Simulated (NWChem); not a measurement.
Molecule: formamide (CH$_{3}$NO); SMILES NC=O

```xyz
6

N     -0.1838     1.0729     0.0000
C      0.3844    -0.1567     0.0000
O     -0.2170    -1.2023     0.0000
H     -1.1937     1.1499     0.0000
H      0.3750     1.9139     0.0000
H      1.5020    -0.1003     0.0000
```
Atoms are numbered in this order, from 1.

Computed with NWChem. Geometry: optimised at PBE0/def2-SVP. Solvent water, SMD (1 M gas to 1 M solution), gas-phase geometry.

**Question.** Taking PBE0/def2-TZVPP as the yardstick, which of these has the fewest basis functions while keeping “solvation free energy (kcal/mol)” within 0.3 kcal/mol of it: PBE0/aug-pcseg-1; PBE0/3-21G; PBE0/pcseg-1; PBE0/pcseg-2?

**Answer.** PBE0/pcseg-1.
```tsv
level	basis functions	solvation free energy (kcal/mol)
PBE0/3-21G	33	-7.6
PBE0/pcseg-1	57	-8.6
PBE0/aug-pcseg-1	96	-8.5
PBE0/pcseg-2	132	-8.7
PBE0/def2-TZVPP	135	-8.5
```

The yardstick is one finite set, not the basis-set limit.
